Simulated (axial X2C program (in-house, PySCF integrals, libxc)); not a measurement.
## Excited states of BF by EOM-EE-CCSD

Calculated with an axial X2C code built on PySCF integrals: two-component X2C with atomic mean-field Coulomb and Gaunt terms, Gaussian nuclei, basis F dyall-av3z, B dyall-av3z with contracted cores.

R = 1.263 Å (near the PBE0 minimum at charge 0 of the determinant lowest at the starting distance; the state shown can have its own minimum elsewhere).

Hartree–Fock spinors of BF (one of each Kramers pair; a window near the gap, which can cut inner shells):

| ω | occupied | ε (eV) | character |
| --- | --- | --- | --- |
| 1/2 | yes | -23.25 | 81% F p, 6% B s, 5% B p |
| 1/2 | yes | -20.30 | 83% F p, 8% B p, 5% B d |
| 3/2 | yes | -20.25 | 83% F p, 8% B p, 5% B d |
| 1/2 | yes | -11.02 | 52% B s, 28% B p, 11% F p |
| 1/2 | no | 0.79 | 95% B p, 4% F p |
| 3/2 | no | 0.79 | 95% B p, 4% F p |
| 1/2 | no | 0.90 | 95% B p, 3% B s |
| 1/2 | no | 1.43 | 89% B s, 6% B p, 3% F p |
| 1/2 | no | 2.43 | 78% B p, 10% F p, 8% B d |
| 3/2 | no | 2.43 | 78% B p, 10% F p, 8% B d |

Vertical excitation energies from the closed-shell determinant state of BF:

| Ω | excitation (eV) | cm⁻¹ | hole of the leading pair | particle of the leading pair | weight of the pair (for Ω = 0 its time-reversed partner can hold as much again) | singles weight |
| --- | --- | --- | --- | --- | --- | --- |
| 0⁻ | 3.737 | 30142 | 52% B sσ, 28% B pσ, 11% F pσ | 74% B pπ, 9% F pπ, 8% B dπ | 0.49 | 0.98 |
| 0⁺ | 3.737 | 30142 | 52% B sσ, 28% B pσ, 11% F pσ | 74% B pπ, 9% F pπ, 8% B dπ | 0.49 | 0.98 |
| 1 | 3.740 | 30167 | 52% B sσ, 28% B pσ, 11% F pσ | 74% B pπ, 9% F pπ, 8% B dπ | 0.49 | 0.98 |
| 2 | 3.743 | 30192 | 52% B sσ, 28% B pσ, 11% F pσ | 74% B pπ, 9% F pπ, 8% B dπ | 0.98 | 0.98 |
| 1 | 6.577 | 53049 | 49% B sσ, 29% B pσ, 13% F pσ | 74% B pπ, 13% F pπ, 6% F dπ | 0.47 | 0.94 |
| 0⁻ | 7.744 | 62459 | 51% B sσ, 28% B pσ, 11% F pσ | 66% B sσ, 14% B pσ, 10% B dσ | 0.48 | 0.96 |
| 1 | 7.744 | 62459 | 51% B sσ, 28% B pσ, 11% F pσ | 66% B sσ, 14% B pσ, 10% B dσ | 0.96 | 0.96 |
| 0⁺ | 8.355 | 67384 | 51% B sσ, 28% B pσ, 11% F pσ | 61% B sσ, 23% B pσ, 6% F pσ | 0.47 | 0.94 |
| 1 | 8.418 | 67897 | 52% B sσ, 28% B pσ, 11% F pσ | 71% B pσ, 17% B sσ | 0.96 | 0.96 |
| 0⁻ | 8.418 | 67897 | 52% B sσ, 28% B pσ, 11% F pσ | 71% B pσ, 17% B sσ | 0.48 | 0.96 |

This point took 23 s on 1 thread of Intel(R) Xeon(R) Processor @ 2.30GHz, on a shared host.

Reference electrons by ω block (each with its −ω partner): 1/2: 6, 3/2: 1. 10 electrons of BF correlated (inner shells frozen), 88 natural virtual spinors (a truncated set); levels can be off by some tenths of an eV. Roots sought by Ω: (0: 5, 1: 4, 2: 3, 3: 1); rows need 60 % singles weight and stop where some Ω has no more roots. Missing are any skipped roots, higher Ω and states of a further excitation; these come out far too high here and may in truth be low or lowest. T1 of the reference 0.017 (Lee–Taylor). Number of frozen shells: F 1 s; B 1 s.
